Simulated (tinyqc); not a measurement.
Worked calculation (part 1 of 2): UKS/exchange-only LDA in the sto-3g basis, for LiH, spin multiplicity 3. Computed by tinyqc, a small Python program that keeps every step (integrals from PySCF). Settings: charge = 0, multiplicity = 3, basis = sto-3g, energy threshold = 1e-09, iteration cap = 83, orthogonalisation = symmetric, start = core, DIIS depth = 8, method = UKS, functional = Slater exchange alone, grid = [10, 50]. Command: `OMP_NUM_THREADS=1 python tinyqc.py 21655 21656 out.jsonl` (the two numbers bound the seeds that draw the settings). One thread of a shared host (Intel(R) Xeon(R) Processor @ 2.60GHz), about 1 s of CPU time with the checks. Later iterations appear only in the table of the cycle.

## One-electron integrals

Geometry (angstrom):
```
atom         x         y         z
Li    0.000000  0.000000  0.000000
H     0.000000  0.000000  2.190000
```

Basis sto-3g: exponents (1/bohr^2) and contraction coefficients of normalised primitives:
```
element  l (shell)   exponent  coefficient
Li           s (1)  16.119575     0.154329
Li           s (1)   2.936201     0.535328
Li           s (1)   0.794651     0.444635
Li           s (2)   0.636290    -0.099967
Li           s (2)   0.147860     0.399513
Li           s (2)   0.048089     0.700115
Li           p (3)   0.636290     0.155916
Li           p (3)   0.147860     0.607684
Li           p (3)   0.048089     0.391957
H            s (1)   3.425251     0.154329
H            s (1)   0.623914     0.535328
H            s (1)   0.168855     0.444635
```

Overlap, kinetic and nuclear-attraction integrals over the contracted functions; the nuclear repulsion is the sum of Za Zb / Rab.

nuclear repulsion = 0.72490029 hartree

overlap S, lower triangle:
```
           1Li 1s    1Li 2s   1Li 2px   1Li 2py   1Li 2pz     2H 1s
1Li 1s   1.000000
1Li 2s   0.241137  1.000000
1Li 2px  0.000000  0.000000  1.000000
1Li 2py  0.000000  0.000000  0.000000  1.000000
1Li 2pz  0.000000  0.000000  0.000000  0.000000  1.000000
2H 1s    0.017767  0.257118  0.000000  0.000000  0.373213  1.000000
```

kinetic energy T (hartree), lower triangle:
```
            1Li 1s    1Li 2s   1Li 2px   1Li 2py   1Li 2pz     2H 1s
1Li 1s    3.576786
1Li 2s   -0.020237  0.102163
1Li 2px   0.000000  0.000000  0.319682
1Li 2py   0.000000  0.000000  0.000000  0.319682
1Li 2pz   0.000000  0.000000  0.000000  0.000000  0.319682
2H 1s    -0.007084  0.012079  0.000000  0.000000  0.051835  0.760032
```

nuclear attraction V (hartree), lower triangle:
```
            1Li 1s     1Li 2s    1Li 2px    1Li 2py    1Li 2pz      2H 1s
1Li 1s   -8.224515
1Li 2s   -1.022610  -1.439233
1Li 2px   0.000000   0.000000  -1.407314
1Li 2py   0.000000   0.000000   0.000000  -1.407314
1Li 2pz  -0.008597  -0.088392   0.000000   0.000000  -1.474164
2H 1s    -0.072008  -0.403499   0.000000   0.000000  -0.591953  -1.951418
```

core Hamiltonian H = T + V (hartree), lower triangle:
```
            1Li 1s     1Li 2s    1Li 2px    1Li 2py    1Li 2pz      2H 1s
1Li 1s   -4.647728
1Li 2s   -1.042847  -1.337070
1Li 2px   0.000000   0.000000  -1.087632
1Li 2py   0.000000   0.000000   0.000000  -1.087632
1Li 2pz  -0.008597  -0.088392   0.000000   0.000000  -1.154482
2H 1s    -0.079092  -0.391420   0.000000   0.000000  -0.540117  -1.191386
```

## Two-electron integrals

Functions are numbered as in S; the eight-fold symmetry (ij|kl) = (ji|kl) = (kl|ij) leaves the list below.

Two-electron integrals (ij|kl) in chemists' order, unique and non-zero (hartree):
```
(11|11) 1.680395   (21|11) 0.265420   (21|21) 0.049941   (22|11) 0.397727
(22|21) 0.092860   (22|22) 0.290562   (31|31) 0.008981   (32|31) 0.013788
(32|32) 0.064184   (33|11) 0.396640   (33|21) 0.092880   (33|22) 0.290497
(33|33) 0.312946   (41|41) 0.008981   (42|41) 0.013788   (42|42) 0.064184
(43|43) 0.016869   (44|11) 0.396640   (44|21) 0.092880   (44|22) 0.290497
(44|33) 0.279207   (44|44) 0.312946   (51|51) 0.008981   (52|51) 0.013788
(52|52) 0.064184   (53|53) 0.016869   (54|54) 0.016869   (55|11) 0.396640
(55|21) 0.092880   (55|22) 0.290497   (55|33) 0.279207   (55|44) 0.279207
(55|55) 0.312946   (61|11) 0.018546   (61|21) 0.003533   (61|22) 0.006776
(61|33) 0.006693   (61|44) 0.006693   (61|51) 0.000467   (61|52) 0.000912
(61|55) 0.006948   (61|61) 0.000279   (62|11) 0.077416   (62|21) 0.018455
(62|22) 0.065809   (62|33) 0.061958   (62|44) 0.061958   (62|51) 0.002831
(62|52) 0.020784   (62|55) 0.073451   (62|61) 0.001596   (62|62) 0.029992
(63|31) 0.001069   (63|32) 0.005875   (63|53) 0.002750   (63|63) 0.001548
(64|41) 0.001069   (64|42) 0.005875   (64|54) 0.002750   (64|64) 0.001548
(65|11) 0.106728   (65|21) 0.025592   (65|22) 0.093613   (65|33) 0.087185
(65|44) 0.087185   (65|51) 0.004349   (65|52) 0.032121   (65|55) 0.106384
(65|61) 0.002260   (65|62) 0.045656   (65|65) 0.069901   (66|11) 0.241576
(66|21) 0.058226   (66|22) 0.228746   (66|33) 0.209686   (66|44) 0.209686
(66|51) 0.008541   (66|52) 0.082388   (66|55) 0.266743   (66|61) 0.005073
(66|62) 0.137724   (66|65) 0.215110   (66|66) 0.774606
```

## Orthogonalisation

S = U s U^T; symmetric (Loewdin) form X = U s^(-1/2) U^T, so that X^T S X = 1.

eigenvalues of S: 0.527931  0.805825  1.000000  1.000000  1.182745  1.483499

X, lower triangle:
```
            1Li 1s     1Li 2s   1Li 2px   1Li 2py    1Li 2pz     2H 1s
1Li 1s    1.023425
1Li 2s   -0.129450   1.053929
1Li 2px   0.000000   0.000000  1.000000
1Li 2py   0.000000   0.000000  0.000000  1.000000
1Li 2pz  -0.006015   0.043861  0.000000  0.000000   1.061763
2H 1s     0.018079  -0.152368  0.000000  0.000000  -0.215525  1.091694
```

## Starting guess

The start is the orbitals of the core Hamiltonian; D(s) = C_occ C_occ^T for each spin.

D(alpha) at the start, lower triangle:
```
            1Li 1s     1Li 2s   1Li 2px   1Li 2py   1Li 2pz     2H 1s
1Li 1s    1.063330
1Li 2s   -0.264380   1.104725
1Li 2px   0.000000   0.000000  0.000000
1Li 2py   0.000000   0.000000  0.000000  0.000000
1Li 2pz   0.008938  -0.070722  0.000000  0.000000  0.365073
2H 1s     0.026944  -0.133576  0.000000  0.000000  0.372688  0.383923
```

D(beta) at the start, lower triangle:
```
            1Li 1s     1Li 2s   1Li 2px   1Li 2py   1Li 2pz     2H 1s
1Li 1s    1.011334
1Li 2s   -0.025060   0.000621
1Li 2px   0.000000   0.000000  0.000000
1Li 2py   0.000000   0.000000  0.000000  0.000000
1Li 2pz   0.000242  -0.000006  0.000000  0.000000  0.000000
2H 1s     0.004714  -0.000117  0.000000  0.000000  0.000001  0.000022
```

## Iteration 1: exchange-correlation on the grid

Becke grid with 10 radial and 50 angular points per atom, points of zero weight dropped. rho = sum D_ij phi_i phi_j; V_xc,ij = sum w v_xc phi_i phi_j; v_xc is d(rho eps)/d rho(s) for spin s.

The 12 grid points with the largest w rho, of 995 (bohr, atomic units):
```
x                  y          z         w  rho(alpha)  rho(beta)     eps_xc  v_xc(alpha)
-0.460014   0.000000   0.460014  0.062294    0.196203   0.192860  -0.539178    -0.720946
0.000000   -0.460014   0.460014  0.062294    0.196203   0.192860  -0.539178    -0.720946
0.000000    0.460014   0.460014  0.062294    0.196203   0.192860  -0.539178    -0.720946
0.460014    0.000000   0.460014  0.062294    0.196203   0.192860  -0.539178    -0.720946
0.460014    0.000000  -0.460014  0.062294    0.195969   0.192800  -0.539041    -0.720659
0.000000    0.460014  -0.460014  0.062294    0.195969   0.192800  -0.539041    -0.720659
0.000000   -0.460014  -0.460014  0.062294    0.195969   0.192800  -0.539041    -0.720659
-0.460014   0.000000  -0.460014  0.062294    0.195969   0.192800  -0.539041    -0.720659
-0.460014  -0.460014   0.000000  0.062294    0.193289   0.192826  -0.537804    -0.717358
-0.460014   0.460014   0.000000  0.062294    0.193289   0.192826  -0.537804    -0.717358
0.460014   -0.460014   0.000000  0.062294    0.193289   0.192826  -0.537804    -0.717358
0.460014    0.460014   0.000000  0.062294    0.193289   0.192826  -0.537804    -0.717358
```

electrons on the grid, sum of w rho = 4.035408

E_xc = sum of w rho eps_xc = -1.86505487 hartree

V_xc(alpha) (hartree), lower triangle:
```
            1Li 1s     1Li 2s    1Li 2px    1Li 2py    1Li 2pz      2H 1s
1Li 1s   -0.998722
1Li 2s   -0.133240  -0.205505
1Li 2px   0.000000   0.000000  -0.191877
1Li 2py   0.000000   0.000000   0.000000  -0.191877
1Li 2pz   0.000350  -0.006284   0.000000   0.000000  -0.224776
2H 1s    -0.009405  -0.068341   0.000000   0.000000  -0.102972  -0.361993
```

V_xc(beta) (hartree), lower triangle:
```
            1Li 1s     1Li 2s    1Li 2px    1Li 2py    1Li 2pz      2H 1s
1Li 1s   -0.983803
1Li 2s   -0.119922  -0.049851
1Li 2px   0.000000   0.000000  -0.049527
1Li 2py   0.000000   0.000000   0.000000  -0.049527
1Li 2pz  -0.000023   0.000124   0.000000   0.000000  -0.049265
2H 1s    -0.008090  -0.004892   0.000000   0.000000  -0.005148  -0.008618
```

## Iteration 1: building the Kohn-Sham matrix

J_ij = sum D_kl (ij|kl) with D = D(alpha) + D(beta); F = H + J + V_xc; E = tr D H + tr D J / 2 + E_xc + E_nn.

Coulomb J (hartree), lower triangle:
```
           1Li 1s    1Li 2s   1Li 2px   1Li 2py   1Li 2pz     2H 1s
1Li 1s   4.069817
1Li 2s   0.695019  1.339055
1Li 2px  0.000000  0.000000  1.321509
1Li 2py  0.000000  0.000000  0.000000  1.321509
1Li 2pz  0.004008  0.041249  0.000000  0.000000  1.366986
2H 1s    0.049560  0.325589  0.000000  0.000000  0.467087  1.227450
```

F(alpha) (hartree), lower triangle:
```
            1Li 1s     1Li 2s   1Li 2px   1Li 2py    1Li 2pz      2H 1s
1Li 1s   -1.576633
1Li 2s   -0.481068  -0.203520
1Li 2px   0.000000   0.000000  0.042000
1Li 2py   0.000000   0.000000  0.000000  0.042000
1Li 2pz  -0.004239  -0.053427  0.000000  0.000000  -0.012272
2H 1s    -0.038937  -0.134171  0.000000  0.000000  -0.176003  -0.325928
```

F(beta) (hartree), lower triangle:
```
            1Li 1s     1Li 2s   1Li 2px   1Li 2py    1Li 2pz     2H 1s
1Li 1s   -1.561714
1Li 2s   -0.467749  -0.047866
1Li 2px   0.000000   0.000000  0.184350
1Li 2py   0.000000   0.000000  0.000000  0.184350
1Li 2pz  -0.004612  -0.047019  0.000000  0.000000   0.163239
2H 1s    -0.037621  -0.070722  0.000000  0.000000  -0.078179  0.027446
```

total energy of this density = -7.45131992 hartree

## Iteration 1: diagonalisation and new density

Diagonalise F' = X^T F X, C = X C', fill 3 alpha and 1 beta electrons from the bottom; D(s) = C_occ C_occ^T. Each column has its largest component positive (the first on a tie).

F' = X^T F X (alpha) (hartree), lower triangle:
```
           1          2         3         4          5          6
1  -1.528222
2  -0.288299  -0.089792
3   0.000000   0.000000  0.042000
4   0.000000   0.000000  0.000000  0.042000
5  -0.005872  -0.015046  0.000000  0.000000   0.048896
6   0.013561  -0.081666  0.000000  0.000000  -0.133341  -0.269154
```

orbital energies (alpha) (hartree): MO1 -1.583905, MO2 -0.339909, MO3 -0.013925, MO4 0.042000, MO5 0.042000, MO6 0.099468

coefficients C (alpha):
```
               MO1        MO2        MO3       MO4        MO5        MO6
1Li 1s    0.980298  -0.072912  -0.307953  0.000000   0.000000  -0.058174
1Li 2s    0.072659   0.151347   1.034341  0.000000   0.000000   0.233703
1Li 2px   0.000000   0.000000   0.000000  0.098782   0.995109   0.000000
1Li 2py   0.000000   0.000000   0.000000  0.995109  -0.098782   0.000000
1Li 2pz   0.007732   0.156444  -0.141525  0.000000   0.000000   1.063573
2H 1s    -0.009912   0.884730  -0.317265  0.000000   0.000000  -0.615050
```

F' = X^T F X (beta) (hartree), lower triangle:
```
           1          2         3         4          5         6
1  -1.513650
2  -0.295617   0.067224
3   0.000000   0.000000  0.184350
4   0.000000   0.000000  0.000000  0.184350
5  -0.006491  -0.012536  0.000000  0.000000   0.218098
6   0.013573  -0.085946  0.000000  0.000000  -0.135731  0.097028
```

orbital energies (beta) (hartree): MO1 -1.567166, MO2 -0.032886, MO3 0.154235, MO4 0.184350, MO5 0.184350, MO6 0.314518

coefficients C (beta):
```
               MO1        MO2        MO3       MO4        MO5        MO6
1Li 1s    0.983993  -0.136732  -0.265482  0.000000   0.000000  -0.084267
1Li 2s    0.060303   0.397150   0.932540  0.000000   0.000000   0.348809
1Li 2px   0.000000   0.000000   0.000000  0.948473  -0.316858   0.000000
1Li 2py   0.000000   0.000000   0.000000  0.316858   0.948473   0.000000
1Li 2pz   0.006807   0.318401  -0.363546  0.000000   0.000000   0.970650
2H 1s    -0.008693   0.673748  -0.338115  0.000000   0.000000  -0.832740
```

D(alpha) after iteration 1, lower triangle:
```
            1Li 1s     1Li 2s   1Li 2px   1Li 2py   1Li 2pz     2H 1s
1Li 1s    1.061136
1Li 2s   -0.258336   1.098046
1Li 2px   0.000000   0.000000  0.000000
1Li 2py   0.000000   0.000000  0.000000  0.000000
1Li 2pz   0.039756  -0.122146  0.000000  0.000000  0.044564
2H 1s     0.023479  -0.194979  0.000000  0.000000  0.183235  0.883503
```

D(beta) after iteration 1, lower triangle:
```
            1Li 1s     1Li 2s   1Li 2px   1Li 2py    1Li 2pz     2H 1s
1Li 1s    0.968242
1Li 2s    0.059338   0.003636
1Li 2px   0.000000   0.000000  0.000000
1Li 2py   0.000000   0.000000  0.000000  0.000000
1Li 2pz   0.006698   0.000410  0.000000  0.000000   0.000046
2H 1s    -0.008554  -0.000524  0.000000  0.000000  -0.000059  0.000076
```

Within a degenerate level the vectors are fixed only up to a rotation; this is one choice.

## Iteration 2: exchange-correlation on the grid

As before.

The 12 grid points with the largest w rho, of 995 (bohr, atomic units):
```
x                  y          z         w  rho(alpha)  rho(beta)     eps_xc  v_xc(alpha)
0.460014    0.000000   0.460014  0.062294    0.195157   0.190545  -0.537629    -0.719662
0.000000    0.460014   0.460014  0.062294    0.195157   0.190545  -0.537629    -0.719662
0.000000   -0.460014   0.460014  0.062294    0.195157   0.190545  -0.537629    -0.719662
-0.460014   0.000000   0.460014  0.062294    0.195157   0.190545  -0.537629    -0.719662
0.460014    0.460014   0.000000  0.062294    0.193184   0.190074  -0.536482    -0.717229
0.460014   -0.460014   0.000000  0.062294    0.193184   0.190074  -0.536482    -0.717229
-0.460014   0.460014   0.000000  0.062294    0.193184   0.190074  -0.536482    -0.717229
-0.460014  -0.460014   0.000000  0.062294    0.193184   0.190074  -0.536482    -0.717229
0.460014    0.000000  -0.460014  0.062294    0.192046   0.189589  -0.535720    -0.715817
0.000000    0.460014  -0.460014  0.062294    0.192046   0.189589  -0.535720    -0.715817
0.000000   -0.460014  -0.460014  0.062294    0.192046   0.189589  -0.535720    -0.715817
-0.460014   0.000000  -0.460014  0.062294    0.192046   0.189589  -0.535720    -0.715817
```

electrons on the grid, sum of w rho = 4.032420

E_xc = sum of w rho eps_xc = -1.92162068 hartree

V_xc(alpha) (hartree), lower triangle:
```
            1Li 1s     1Li 2s    1Li 2px    1Li 2py    1Li 2pz      2H 1s
1Li 1s   -0.995358
1Li 2s   -0.130482  -0.192846
1Li 2px   0.000000   0.000000  -0.182610
1Li 2py   0.000000   0.000000   0.000000  -0.182610
1Li 2pz   0.001081  -0.003322   0.000000   0.000000  -0.205407
2H 1s    -0.009045  -0.071725   0.000000   0.000000  -0.109909  -0.431019
```

V_xc(beta) (hartree), lower triangle:
```
            1Li 1s     1Li 2s    1Li 2px    1Li 2py    1Li 2pz      2H 1s
1Li 1s   -0.976369
1Li 2s   -0.120978  -0.066568
1Li 2px   0.000000   0.000000  -0.066013
1Li 2py   0.000000   0.000000   0.000000  -0.066013
1Li 2pz  -0.000192  -0.000895   0.000000   0.000000  -0.065233
2H 1s    -0.008211  -0.007901   0.000000   0.000000  -0.009162  -0.013122
```

## Iteration 2: building the Kohn-Sham matrix

As before.

Coulomb J (hartree), lower triangle:
```
           1Li 1s    1Li 2s   1Li 2px   1Li 2py   1Li 2pz     2H 1s
1Li 1s   3.983218
1Li 2s   0.678920  1.314127
1Li 2px  0.000000  0.000000  1.293645
1Li 2py  0.000000  0.000000  0.000000  1.293645
1Li 2pz  0.005524  0.062119  0.000000  0.000000  1.348111
2H 1s    0.048521  0.347478  0.000000  0.000000  0.504757  1.421246
```

F(alpha) (hartree), lower triangle:
```
            1Li 1s     1Li 2s   1Li 2px   1Li 2py    1Li 2pz      2H 1s
1Li 1s   -1.659868
1Li 2s   -0.494409  -0.215789
1Li 2px   0.000000   0.000000  0.023403
1Li 2py   0.000000   0.000000  0.000000  0.023403
1Li 2pz  -0.001992  -0.029596  0.000000  0.000000  -0.011778
2H 1s    -0.039616  -0.115667  0.000000  0.000000  -0.145269  -0.201159
```

F(beta) (hartree), lower triangle:
```
            1Li 1s     1Li 2s   1Li 2px   1Li 2py    1Li 2pz     2H 1s
1Li 1s   -1.640879
1Li 2s   -0.484906  -0.089510
1Li 2px   0.000000   0.000000  0.139999
1Li 2py   0.000000   0.000000  0.000000  0.139999
1Li 2pz  -0.003265  -0.027169  0.000000  0.000000   0.128396
2H 1s    -0.038781  -0.051842  0.000000  0.000000  -0.044523  0.216738
```

total energy of this density = -7.51093835 hartree

## Iteration 2: DIIS over 2 matrices

error matrix X^T (FDS - SDF) X (alpha):
```
           1          2         3         4          5          6
1   0.000000  -0.000817  0.000000  0.000000  -0.002135   0.002115
2   0.000817   0.000000  0.000000  0.000000  -0.016657   0.000938
3   0.000000   0.000000  0.000000  0.000000   0.000000   0.000000
4   0.000000   0.000000  0.000000  0.000000   0.000000   0.000000
5   0.002135   0.016657  0.000000  0.000000   0.000000  -0.040697
6  -0.002115  -0.000938  0.000000  0.000000   0.040697   0.000000
```

B (overlaps of the stored error matrices):
```
                1               2
1   8.8915327e-02  -1.3116112e-02
2  -1.3116112e-02   3.9350521e-03
```

Minimise |sum c_i e_i|^2 with sum c_i = 1: solve [B -1; -1 0][c; lambda] = [0; -1] with B_ij = tr e_i^T e_j summed over both spins, and take F = sum c_i F_i.

DIIS coefficients: 0.143188  0.856812

extrapolated F(alpha) (hartree), lower triangle:
```
            1Li 1s     1Li 2s   1Li 2px   1Li 2py    1Li 2pz      2H 1s
1Li 1s   -1.647950
1Li 2s   -0.492499  -0.214032
1Li 2px   0.000000   0.000000  0.026066
1Li 2py   0.000000   0.000000  0.000000  0.026066
1Li 2pz  -0.002313  -0.033008  0.000000  0.000000  -0.011849
2H 1s    -0.039518  -0.118316  0.000000  0.000000  -0.149670  -0.219024
```

extrapolated F(beta) (hartree), lower triangle:
```
            1Li 1s     1Li 2s   1Li 2px   1Li 2py    1Li 2pz     2H 1s
1Li 1s   -1.629543
1Li 2s   -0.482449  -0.083548
1Li 2px   0.000000   0.000000  0.146350
1Li 2py   0.000000   0.000000  0.000000  0.146350
1Li 2pz  -0.003458  -0.030011  0.000000  0.000000   0.133385
2H 1s    -0.038615  -0.054546  0.000000  0.000000  -0.049342  0.189634
```
